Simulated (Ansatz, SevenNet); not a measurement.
# Ladder of methods for the cohesive energy of zinc-blende CdS (metastable phase)

Reference value: 2.87 eV/atom (measured, zero-point energy (9/8 kB θD) added and atomic spin-orbit splittings removed, spin-orbit-averaged atoms; as tabulated in Albrecht et al. (1997), arXiv:cond-mat/9706128).

```
level (code)           value (eV/atom)  cell (Å³/atom)  error (eV/atom)
---------------------  ---------------  --------------  ---------------
SevenNet-0                        2.72           26.22            -0.15
LDA (Ansatz)                      3.33           23.85            +0.46
PBE (Ansatz)                      2.56           26.02            -0.31
rVV10 (Ansatz)                    2.72           26.12            -0.15
r²SCAN+rVV10 (Ansatz)             2.99           25.03            +0.12
```

Leaving aside SevenNet-0 (doubt noted below): Once the reference is moved by up to 0.10 eV/atom (a margin picked here for doubts on the reference and the settings) and values within 0.03 eV/atom count as equal, the nearest can be r²SCAN+rVV10 (+0.12 eV/atom) or rVV10 (-0.15 eV/atom). By the same margin the farthest can be LDA (+0.46 eV/atom) or PBE (-0.31 eV/atom).

SevenNet-0: free atoms can lie outside what these potentials were trained on. Each level is taken at its own relaxed cell. Cutoffs differ between the levels. Ansatz's density-functional and Hartree–Fock values are scalar-relativistic unless marked +SOC, with PAW data made under PBE.

Machine-learned potentials (SevenNet-0) are trained on DFT data: a solid inside that data is no test of them.

Differences are worked out from the printed values.

Ansatz is a first-principles code.
